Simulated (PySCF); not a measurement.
**Two-dimensional NMR puzzle**

Compound of formula C5H4. Correlations simulated from computed shifts and couplings:

HSQC (one-bond C–H):
| δH | δC | ¹J(C,H) (Hz) |
| --- | --- | --- |
| 2.97 | 7.1 | 140 |
| 2.30 | 77.9 | 276 |

COSY cross peaks (|J| ≥ 2 Hz):
| δH | δH | abs. J (Hz) | bonds |
| --- | --- | --- | --- |
| 2.97 | 2.30 | 4.2 | 4 |

HMBC (two and three bonds, |J| ≥ 2.5 Hz):
| δH | δC [abs. J in Hz] |
| --- | --- |
| 2.97 | 81.5 [13.2], 77.9 [4.8] |
| 2.30 | 81.5 [54.0], 7.1 [4.2] |

Carbons without hydrogens: δ 81.5.

PySCF 2.14 calculation with PBE0-D3(BJ)/def2-SVP structure, HF/pcSseg-2 with gauge-including orbitals and B3LYP/pcJ-1 coupling constants; one conformer, non-relativistic, in vacuum, fast rotation and ring inversion assumed for equivalent nuclei.

Shifts are taken against calculated references (same method and geometry level): ¹H (σ = 31.68 ppm) and ¹³C (σ = 191.47 ppm) vs TMS.

Exchangeable hydrogens are left out of these lists, and C,H couplings along chains are those of one rotamer, so weak HMBC peaks may be missing or extra.

Question: Work out the connectivity.

Answer: `C#CCC#C`.

Atom-mapped SMILES (the numbers label the heavy atoms): `[CH:1]#[C:2][CH2:3][C:4]#[CH:5]`. Hydrogens are named by the atom that carries them.

δC 81.5 is C2/C4, an alkyne carbon. δC 77.9 is C1/C5, a terminal alkyne carbon (δH 2.30). δC 7.1 is C3, a propargylic sp3 CH2 (δH 2.97). HMBC from δH 2.97 reaches the proton-free carbon C2/C4. HMBC from δH 2.30 reaches the proton-free carbon C2/C4. COSY links 2.97–2.30.

Shifts are as computed, not scaled to solution data. Of 1211 compounds with measured shifts, 218 miss one by over three times the rms of a fit or turn the order of signals round; such compounds aren't used in these exercises.
